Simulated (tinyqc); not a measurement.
Worked calculation (part 1 of 2): ROHF in the sto-3g basis, for LiH, spin multiplicity 3. Computed by tinyqc, a small Python program that keeps every step (integrals from PySCF). Settings: charge = 0, multiplicity = 3, basis = sto-3g, energy threshold = 1e-08, iteration cap = 86, orthogonalisation = canonical, start = random, DIIS depth = 0, method = ROHF. Command: `OMP_NUM_THREADS=1 python tinyqc.py 20263 20264 out.jsonl` (the two numbers bound the seeds that draw the settings). One thread of a shared host (Intel(R) Xeon(R) Processor @ 2.60GHz), about 0.1 s of CPU time with the checks. Later iterations appear only in the table of the cycle.

## One-electron integrals

Geometry (angstrom):
```
atom         x         y         z
Li    0.000000  0.000000  0.000000
H     0.000000  0.000000  2.916000
```

Basis sto-3g: exponents (1/bohr^2) and contraction coefficients of normalised primitives:
```
element  l (shell)   exponent  coefficient
Li           s (1)  16.119575     0.154329
Li           s (1)   2.936201     0.535328
Li           s (1)   0.794651     0.444635
Li           s (2)   0.636290    -0.099967
Li           s (2)   0.147860     0.399513
Li           s (2)   0.048089     0.700115
Li           p (3)   0.636290     0.155916
Li           p (3)   0.147860     0.607684
Li           p (3)   0.048089     0.391957
H            s (1)   3.425251     0.154329
H            s (1)   0.623914     0.535328
H            s (1)   0.168855     0.444635
```

Overlap, kinetic and nuclear-attraction integrals over the contracted functions; the nuclear repulsion is the sum of Za Zb / Rab.

nuclear repulsion = 0.54442100 hartree

overlap S:
```
           1Li 1s    1Li 2s   1Li 2px   1Li 2py   1Li 2pz     2H 1s
1Li 1s   1.000000  0.241137  0.000000  0.000000  0.000000  0.002525
1Li 2s   0.241137  1.000000  0.000000  0.000000  0.000000  0.134057
1Li 2px  0.000000  0.000000  1.000000  0.000000  0.000000  0.000000
1Li 2py  0.000000  0.000000  0.000000  1.000000  0.000000  0.000000
1Li 2pz  0.000000  0.000000  0.000000  0.000000  1.000000  0.207584
2H 1s    0.002525  0.134057  0.000000  0.000000  0.207584  1.000000
```

kinetic energy T (hartree):
```
            1Li 1s     1Li 2s   1Li 2px   1Li 2py   1Li 2pz      2H 1s
1Li 1s    3.576786  -0.020237  0.000000  0.000000  0.000000  -0.002145
1Li 2s   -0.020237   0.102163  0.000000  0.000000  0.000000  -0.001520
1Li 2px   0.000000   0.000000  0.319682  0.000000  0.000000   0.000000
1Li 2py   0.000000   0.000000  0.000000  0.319682  0.000000   0.000000
1Li 2pz   0.000000   0.000000  0.000000  0.000000  0.319682   0.007013
2H 1s    -0.002145  -0.001520  0.000000  0.000000  0.007013   0.760032
```

nuclear attraction V (hartree):
```
            1Li 1s     1Li 2s    1Li 2px    1Li 2py    1Li 2pz      2H 1s
1Li 1s   -8.164355  -1.008103   0.000000   0.000000  -0.004849  -0.009045
1Li 2s   -1.008103  -1.386957   0.000000   0.000000  -0.056713  -0.176140
1Li 2px   0.000000   0.000000  -1.364830   0.000000   0.000000   0.000000
1Li 2py   0.000000   0.000000   0.000000  -1.364830   0.000000   0.000000
1Li 2pz  -0.004849  -0.056713   0.000000   0.000000  -1.401777  -0.274486
2H 1s    -0.009045  -0.176140   0.000000   0.000000  -0.274486  -1.771034
```

core Hamiltonian H = T + V (hartree):
```
            1Li 1s     1Li 2s    1Li 2px    1Li 2py    1Li 2pz      2H 1s
1Li 1s   -4.587569  -1.028340   0.000000   0.000000  -0.004849  -0.011191
1Li 2s   -1.028340  -1.284794   0.000000   0.000000  -0.056713  -0.177660
1Li 2px   0.000000   0.000000  -1.045148   0.000000   0.000000   0.000000
1Li 2py   0.000000   0.000000   0.000000  -1.045148   0.000000   0.000000
1Li 2pz  -0.004849  -0.056713   0.000000   0.000000  -1.082096  -0.267473
2H 1s    -0.011191  -0.177660   0.000000   0.000000  -0.267473  -1.011002
```

## Two-electron integrals

Functions are numbered as in S; the eight-fold symmetry (ij|kl) = (ji|kl) = (kl|ij) leaves the list below.

Two-electron integrals (ij|kl) in chemists' order, unique and non-zero (hartree):
```
(11|11) 1.680395   (21|11) 0.265420   (21|21) 0.049941   (22|11) 0.397727
(22|21) 0.092860   (22|22) 0.290562   (31|31) 0.008981   (32|31) 0.013788
(32|32) 0.064184   (33|11) 0.396640   (33|21) 0.092880   (33|22) 0.290497
(33|33) 0.312946   (41|41) 0.008981   (42|41) 0.013788   (42|42) 0.064184
(43|43) 0.016869   (44|11) 0.396640   (44|21) 0.092880   (44|22) 0.290497
(44|33) 0.279207   (44|44) 0.312946   (51|51) 0.008981   (52|51) 0.013788
(52|52) 0.064184   (53|53) 0.016869   (54|54) 0.016869   (55|11) 0.396640
(55|21) 0.092880   (55|22) 0.290497   (55|33) 0.279207   (55|44) 0.279207
(55|55) 0.312946   (61|11) 0.002421   (61|21) 0.000474   (61|22) 0.000953
(61|33) 0.000935   (61|44) 0.000935   (61|51) 0.000079   (61|52) 0.000165
(61|55) 0.000989   (61|61) 0.000005   (62|11) 0.030941   (62|21) 0.007433
(62|22) 0.028588   (62|33) 0.026871   (62|44) 0.026871   (62|51) 0.000998
(62|52) 0.008965   (62|55) 0.031985   (62|61) 0.000094   (62|62) 0.007788
(63|31) 0.000242   (63|32) 0.001714   (63|53) 0.000917   (63|63) 0.000256
(64|41) 0.000242   (64|42) 0.001714   (64|54) 0.000917   (64|64) 0.000256
(65|11) 0.046704   (65|21) 0.011238   (65|22) 0.043652   (65|33) 0.040853
(65|44) 0.040853   (65|51) 0.001546   (65|52) 0.014045   (65|55) 0.049194
(65|61) 0.000143   (65|62) 0.012349   (65|65) 0.019610   (66|11) 0.181473
(66|21) 0.043759   (66|22) 0.179226   (66|33) 0.167519   (66|44) 0.167519
(66|51) 0.004848   (66|52) 0.055374   (66|55) 0.202296   (66|61) 0.000539
(66|62) 0.068255   (66|65) 0.109493   (66|66) 0.774606
```

## Orthogonalisation

S = U s U^T; canonical form X = U s^(-1/2), so that X^T S X = 1. Each column of U has its largest component positive (the first on a tie).

eigenvalues of S: 0.698004  0.833671  1.000000  1.000000  1.163807  1.304519

X:
```
                 1          2          3         4          5         6
1Li 1s   -0.583283   0.562104   0.000000  0.000000  -0.471862  0.428917
1Li 2s    0.736892  -0.382100   0.000000  0.000000  -0.325266  0.536964
1Li 2px   0.000000   0.000000   0.982363  0.186983   0.000000  0.000000
1Li 2py   0.000000   0.000000  -0.186983  0.982363   0.000000  0.000000
1Li 2pz   0.419878   0.670205   0.000000  0.000000   0.571935  0.305547
2H 1s    -0.610844  -0.537008   0.000000  0.000000   0.451319  0.448227
```

Within a degenerate level the vectors are fixed only up to a rotation; this is one choice.

## Starting guess

The start is random orthonormal orbitals; D(s) = C_occ C_occ^T for each spin.

D(alpha) at the start:
```
            1Li 1s     1Li 2s    1Li 2px    1Li 2py    1Li 2pz      2H 1s
1Li 1s    0.499183   0.362841   0.080539  -0.001424  -0.105643  -0.146831
1Li 2s    0.362841   0.276111   0.127393   0.009264   0.010010  -0.111349
1Li 2px   0.080539   0.127393   0.529767  -0.189982   0.348385   0.178751
1Li 2py  -0.001424   0.009264  -0.189982   0.465314   0.289894  -0.425222
1Li 2pz  -0.105643   0.010010   0.348385   0.289894   0.734682  -0.202066
2H 1s    -0.146831  -0.111349   0.178751  -0.425222  -0.202066   0.434441
```

D(beta) at the start:
```
            1Li 1s     1Li 2s    1Li 2px    1Li 2py    1Li 2pz      2H 1s
1Li 1s    0.430079   0.337397   0.243664  -0.047806   0.050867  -0.073695
1Li 2s    0.337397   0.264687   0.191154  -0.037504   0.039905  -0.057814
1Li 2px   0.243664   0.191154   0.138049  -0.027085   0.028819  -0.041753
1Li 2py  -0.047806  -0.037504  -0.027085   0.005314  -0.005654   0.008192
1Li 2pz   0.050867   0.039905   0.028819  -0.005654   0.006016  -0.008716
2H 1s    -0.073695  -0.057814  -0.041753   0.008192  -0.008716   0.012628
```

## Iteration 1: building the Fock matrix

J_ij = sum D_kl (ij|kl) with D = D(alpha) + D(beta), K_ij = sum D_kl (ik|jl) for each spin; F = H + J - K(s); E = tr D H + tr D J / 2 - 0.5 sum_s tr D(s) K(s) + E_nn.

Coulomb J (hartree):
```
            1Li 1s     1Li 2s    1Li 2px    1Li 2py   1Li 2pz     2H 1s
1Li 1s    2.943582   0.553443   0.014674  -0.001865  0.001536  0.005379
1Li 2s    0.553443   1.254294   0.050302  -0.006412  0.020626  0.132322
1Li 2px   0.014674   0.050302   1.251128  -0.007323  0.012977  0.002011
1Li 2py  -0.001865  -0.006412  -0.007323   1.244475  0.008825  0.000187
1Li 2pz   0.001536   0.020626   0.012977   0.008825  1.263864  0.203367
2H 1s     0.005379   0.132322   0.002011   0.000187  0.203367  0.949207
```

exchange K(alpha) (hartree):
```
            1Li 1s     1Li 2s    1Li 2px    1Li 2py    1Li 2pz      2H 1s
1Li 1s    1.059915   0.338676   0.046468  -0.000090  -0.050372  -0.021088
1Li 2s    0.338676   0.274779   0.058885  -0.009021  -0.019310   0.011224
1Li 2px   0.046468   0.058885   0.217530  -0.056249   0.110615   0.048278
1Li 2py  -0.000090  -0.009021  -0.056249   0.198447   0.068070  -0.058970
1Li 2pz  -0.050372  -0.019310   0.110615   0.068070   0.263969   0.034639
2H 1s    -0.021088   0.011224   0.048278  -0.058970   0.034639   0.294012
```

exchange K(beta) (hartree):
```
            1Li 1s     1Li 2s    1Li 2px    1Li 2py    1Li 2pz      2H 1s
1Li 1s    0.915955   0.289023   0.119176  -0.023382   0.020762   0.000574
1Li 2s    0.289023   0.166177   0.092597  -0.018167   0.015391  -0.000162
1Li 2px   0.119176   0.092597   0.073302  -0.008019   0.006789  -0.000050
1Li 2py  -0.023382  -0.018167  -0.008019   0.034002  -0.001332   0.000010
1Li 2pz   0.020762   0.015391   0.006789  -0.001332   0.031995   0.000358
2H 1s     0.000574  -0.000162  -0.000050   0.000010   0.000358   0.003183
```

F(alpha) (hartree):
```
            1Li 1s     1Li 2s    1Li 2px    1Li 2py    1Li 2pz      2H 1s
1Li 1s   -2.703901  -0.813573  -0.031793  -0.001775   0.047059   0.015277
1Li 2s   -0.813573  -0.305279  -0.008583   0.002609  -0.016776  -0.056562
1Li 2px  -0.031793  -0.008583  -0.011550   0.048926  -0.097638  -0.046267
1Li 2py  -0.001775   0.002609   0.048926   0.000880  -0.059245   0.059157
1Li 2pz   0.047059  -0.016776  -0.097638  -0.059245  -0.082201  -0.098744
2H 1s     0.015277  -0.056562  -0.046267   0.059157  -0.098744  -0.355807
```

F(beta) (hartree):
```
            1Li 1s     1Li 2s    1Li 2px   1Li 2py    1Li 2pz      2H 1s
1Li 1s   -2.559941  -0.763920  -0.104502  0.021517  -0.024076  -0.006385
1Li 2s   -0.763920  -0.196677  -0.042295  0.011755  -0.051477  -0.045175
1Li 2px  -0.104502  -0.042295   0.132678  0.000696   0.006189   0.002061
1Li 2py   0.021517   0.011755   0.000696  0.165325   0.010157   0.000177
1Li 2pz  -0.024076  -0.051477   0.006189  0.010157   0.149773  -0.064463
2H 1s    -0.006385  -0.045175   0.002061  0.000177  -0.064463  -0.064978
```

total energy of this density = -5.85041385 hartree

## Iteration 1: Roothaan effective Fock matrix

With projectors Pc = D(beta) S, Po = (D(alpha) - D(beta)) S, Pv = 1 - D(alpha) S, the block xy is Px^T F Py; with Fc = (F(alpha) + F(beta))/2, the blocks are Fc for cc, oo, vv and cv, F(beta) for co and F(alpha) for ov.

effective F (hartree):
```
            1Li 1s     1Li 2s    1Li 2px    1Li 2py    1Li 2pz      2H 1s
1Li 1s   -2.622270  -0.780885  -0.076595   0.019550   0.004561  -0.003695
1Li 2s   -0.780885  -0.246048  -0.037598   0.013739  -0.046097  -0.060896
1Li 2px  -0.076595  -0.037598   0.050308   0.018350  -0.054890  -0.028394
1Li 2py   0.019550   0.013739   0.018350   0.102820  -0.018151   0.036379
1Li 2pz   0.004561  -0.046097  -0.054890  -0.018151   0.038109  -0.077241
2H 1s    -0.003695  -0.060896  -0.028394   0.036379  -0.077241  -0.234194
```

## Iteration 1: diagonalisation and new density

Diagonalise F' = X^T F X, C = X C', fill 3 alpha and 1 beta electrons from the bottom; D(s) = C_occ C_occ^T. Each column has its largest component positive (the first on a tie).

F' = X^T F X (hartree):
```
           1          2          3          4          5          6
1  -0.374094   0.408401   0.016889  -0.028466  -0.501317   0.606368
2   0.408401  -0.519556  -0.044488  -0.034895   0.756784  -0.617011
3   0.016889  -0.044488   0.045403   0.007421   0.005522  -0.086044
4  -0.028466  -0.034895   0.007421   0.107725  -0.006743   0.010622
5  -0.501317   0.756784   0.005522  -0.006743  -0.890561   0.794396
6   0.606368  -0.617011  -0.086044   0.010622   0.794396  -1.022374
```

orbital energies (hartree): MO1 -2.633821, MO2 -0.249436, MO3 -0.020120, MO4 0.032172, MO5 0.077548, MO6 0.140200

coefficients C:
```
               MO1        MO2        MO3        MO4        MO5        MO6
1Li 1s    0.982974  -0.050673  -0.248886   0.166644   0.056279  -0.033413
1Li 2s    0.061580   0.148052   0.806548  -0.620192  -0.122684   0.084962
1Li 2px   0.028903   0.121877   0.357209   0.653259  -0.493033   0.432301
1Li 2py  -0.007402  -0.098465   0.093460   0.050525   0.712152   0.686879
1Li 2pz   0.001427   0.123487   0.500272   0.454160   0.482628  -0.584145
2H 1s    -0.008534   0.924899  -0.417276  -0.056353   0.010862   0.182154
```

D(alpha) after iteration 1:
```
            1Li 1s     1Li 2s    1Li 2px    1Li 2py    1Li 2pz      2H 1s
1Li 1s    1.030750  -0.147709  -0.066670  -0.025548  -0.129365   0.048598
1Li 2s   -0.147709   0.676231   0.307930   0.060346   0.421864  -0.200146
1Li 2px  -0.066670   0.307930   0.143287   0.021170   0.193793  -0.036577
1Li 2py  -0.025548   0.060346   0.021170   0.018485   0.034586  -0.130006
1Li 2pz  -0.129365   0.421864   0.193793   0.034586   0.265523  -0.094551
2H 1s     0.048598  -0.200146  -0.036577  -0.130006  -0.094551   1.029630
```

D(beta) after iteration 1:
```
            1Li 1s     1Li 2s    1Li 2px    1Li 2py    1Li 2pz      2H 1s
1Li 1s    0.966238   0.060532   0.028410  -0.007276   0.001403  -0.008389
1Li 2s    0.060532   0.003792   0.001780  -0.000456   0.000088  -0.000526
1Li 2px   0.028410   0.001780   0.000835  -0.000214   0.000041  -0.000247
1Li 2py  -0.007276  -0.000456  -0.000214   0.000055  -0.000011   0.000063
1Li 2pz   0.001403   0.000088   0.000041  -0.000011   0.000002  -0.000012
2H 1s    -0.008389  -0.000526  -0.000247   0.000063  -0.000012   0.000073
```

## Iteration 2: building the Fock matrix

As before.

Coulomb J (hartree):
```
           1Li 1s    1Li 2s   1Li 2px   1Li 2py   1Li 2pz     2H 1s
1Li 1s   3.915560  0.664240  0.007836  0.000999  0.013643  0.006423
1Li 2s   0.664240  1.264939  0.038576  0.006337  0.101414  0.164936
1Li 2px  0.007836  0.038576  1.251910  0.000707  0.006472  0.001380
1Li 2py  0.000999  0.006337  0.000707  1.247673  0.000928  0.000186
1Li 2pz  0.013643  0.101414  0.006472  0.000928  1.288190  0.256248
2H 1s    0.006423  0.164936  0.001380  0.000186  0.256248  1.352657
```

exchange K(alpha) (hartree):
```
            1Li 1s    1Li 2s   1Li 2px    1Li 2py    1Li 2pz      2H 1s
1Li 1s    1.691304  0.275979  0.005761  -0.004079  -0.007575   0.002566
1Li 2s    0.275979  0.243560  0.101060   0.014962   0.134255   0.071886
1Li 2px   0.005761  0.101060  0.097647   0.006268   0.055850   0.010682
1Li 2py  -0.004079  0.014962  0.006268   0.060696   0.004810  -0.018672
1Li 2pz  -0.007575  0.134255  0.055850   0.004810   0.139827   0.116717
2H 1s     0.002566  0.071886  0.010682  -0.018672   0.116717   0.770458
```

exchange K(beta) (hartree):
```
            1Li 1s     1Li 2s    1Li 2px    1Li 2py   1Li 2pz      2H 1s
1Li 1s    1.655951   0.283654   0.011713  -0.003000  0.000180   0.002791
1Li 2s    0.283654   0.060502   0.003655  -0.000936  0.000051   0.000634
1Li 2px   0.011713   0.003655   0.010847  -0.000063  0.000002   0.000045
1Li 2py  -0.003000  -0.000936  -0.000063   0.010616  0.000000  -0.000011
1Li 2pz   0.000180   0.000051   0.000002   0.000000  0.010566   0.000117
2H 1s     0.002791   0.000634   0.000045  -0.000011  0.000117   0.000022
```

F(alpha) (hartree):
```
            1Li 1s     1Li 2s    1Li 2px    1Li 2py    1Li 2pz      2H 1s
1Li 1s   -2.363313  -0.640080   0.002075   0.005078   0.016368  -0.007333
1Li 2s   -0.640080  -0.263415  -0.062484  -0.008625  -0.089553  -0.084610
1Li 2px   0.002075  -0.062484   0.109115  -0.005561  -0.049378  -0.009302
1Li 2py   0.005078  -0.008625  -0.005561   0.141829  -0.003881   0.018858
1Li 2pz   0.016368  -0.089553  -0.049378  -0.003881   0.066268  -0.127942
2H 1s    -0.007333  -0.084610  -0.009302   0.018858  -0.127942  -0.428803
```

F(beta) (hartree):
```
            1Li 1s     1Li 2s    1Li 2px   1Li 2py    1Li 2pz      2H 1s
1Li 1s   -2.327960  -0.647755  -0.003878  0.003999   0.008614  -0.007558
1Li 2s   -0.647755  -0.080357   0.034921  0.007273   0.044651  -0.013358
1Li 2px  -0.003878   0.034921   0.195915  0.000770   0.006470   0.001335
1Li 2py   0.003999   0.007273   0.000770  0.191909   0.000929   0.000198
1Li 2pz   0.008614   0.044651   0.006470  0.000929   0.195529  -0.011342
2H 1s    -0.007558  -0.013358   0.001335  0.000198  -0.011342   0.341633
```

total energy of this density = -7.71789530 hartree

## Iteration 2: Roothaan effective Fock matrix

As before.

effective F (hartree):
```
            1Li 1s     1Li 2s    1Li 2px    1Li 2py    1Li 2pz      2H 1s
1Li 1s   -2.345512  -0.645137  -0.001105   0.004423   0.012268  -0.008110
1Li 2s   -0.645137  -0.164720  -0.014541  -0.001005  -0.025514  -0.058818
1Li 2px  -0.001105  -0.014541   0.149660  -0.003593  -0.024982  -0.001273
1Li 2py   0.004423  -0.001005  -0.003593   0.174996  -0.010255  -0.023231
1Li 2pz   0.012268  -0.025514  -0.024982  -0.010255   0.130863  -0.054096
2H 1s    -0.008110  -0.058818  -0.001273  -0.023231  -0.054096  -0.052609
```

## Iteration 2: diagonalisation and new density

As before.

F' = X^T F X (hartree):
```
           1          2          3          4          5          6
1  -0.276287   0.457683  -0.020661   0.002750  -0.494811   0.543521
2   0.457683  -0.402399  -0.012512   0.006244   0.673399  -0.562313
3  -0.020661  -0.012512   0.151866  -0.007995  -0.006056  -0.013916
4   0.002750   0.006244  -0.007995   0.172791  -0.019588  -0.015056
5  -0.494811   0.673399  -0.006056  -0.019588  -0.709938   0.738248
6   0.543521  -0.562313  -0.013916  -0.015056   0.738248  -0.825922
```

orbital energies (hartree): MO1 -2.348431, MO2 -0.088603, MO3 0.051104, MO4 0.133064, MO5 0.177579, MO6 0.185398

coefficients C:
```
               MO1        MO2        MO3        MO4        MO5        MO6
1Li 1s    0.990712  -0.121543  -0.255389   0.030281  -0.008455  -0.017605
1Li 2s    0.035996   0.434130   0.935636  -0.098077   0.033379   0.085011
1Li 2px   0.000603   0.051817   0.110733   0.797984   0.061135  -0.586972
1Li 2py  -0.001760   0.081379  -0.082177   0.076576   0.970566   0.196871
1Li 2pz  -0.004129   0.195052  -0.058173   0.586802  -0.225896   0.780466
2H 1s    -0.002311   0.787357  -0.518794  -0.234200  -0.020694  -0.348916
```

D(alpha) after iteration 2:
```
            1Li 1s     1Li 2s    1Li 2px    1Li 2py    1Li 2pz      2H 1s
1Li 1s    1.061506  -0.256054  -0.033981   0.009353  -0.012941   0.034507
1Li 2s   -0.256054   1.065179   0.126123  -0.041622   0.030100  -0.143670
1Li 2px  -0.033981   0.126123   0.014947  -0.004884   0.003663  -0.016651
1Li 2py   0.009353  -0.041622  -0.004884   0.013379   0.020661   0.106711
1Li 2pz  -0.012941   0.030100   0.003663   0.020661   0.041446   0.183765
2H 1s     0.034507  -0.143670  -0.016651   0.106711   0.183765   0.889084
```

D(beta) after iteration 2:
```
            1Li 1s     1Li 2s    1Li 2px    1Li 2py    1Li 2pz      2H 1s
1Li 1s    0.981510   0.035662   0.000597  -0.001743  -0.004091  -0.002290
1Li 2s    0.035662   0.001296   0.000022  -0.000063  -0.000149  -0.000083
1Li 2px   0.000597   0.000022   0.000000  -0.000001  -0.000002  -0.000001
1Li 2py  -0.001743  -0.000063  -0.000001   0.000003   0.000007   0.000004
1Li 2pz  -0.004091  -0.000149  -0.000002   0.000007   0.000017   0.000010
2H 1s    -0.002290  -0.000083  -0.000001   0.000004   0.000010   0.000005
```
